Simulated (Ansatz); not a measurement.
C3H2F2O (`FC1(F)C=CO1`), relaxed with RKS PBE-D4/def2-SVP in Ansatz 0.2.0 from a rough embedded geometry. The force threshold is 0.03 eV/Å; the program also tests the step.

Charge 0, multiplicity 1.

Start:

```xyz
8

F     1.110   -0.909    1.471
C     0.014   -0.466    0.732
F    -1.046   -0.704    1.485
C     0.020    0.811    0.016
C    -0.032    0.098   -1.162
O    -0.110   -1.060   -0.594
H     0.144    1.845    0.249
H    -0.100    0.384   -2.197
```

| step | energy (eV) | largest force (eV/Å) | largest move (Å) |
| --- | --- | --- | --- |
| 1 | -10602.8084 | 6.858 | 0.000 |
| 2 | -10603.3543 | 2.378 | 0.086 |
| 3 | -10603.4542 | 0.617 | 0.062 |
| 4 | -10603.4710 | 0.238 | 0.021 |
| 5 | -10603.4740 | 0.206 | 0.034 |
| 6 (rejected) | -10603.3135 | 1.925 | 0.061 |
| 7 | -10603.4750 | 0.148 | 0.009 |
| 8 | -10603.4762 | 0.045 | 0.010 |
| 9 | -10603.4763 | 0.030 | 0.002 |
| 10 | -10603.4763 | 0.002 | 0.001 |

End:

```xyz
8

F     1.091   -0.889    1.378
C     0.002   -0.466    0.721
F    -1.069   -0.737    1.481
C     0.062    0.874    0.011
C    -0.043    0.148   -1.120
O    -0.107   -1.138   -0.578
H     0.150    1.920    0.316
H    -0.085    0.288   -2.210
```

Hardware: 4 threads of an Arm Neoverse V1 on a shared host. Wall time 11 s, peak host memory 0.17 GiB.
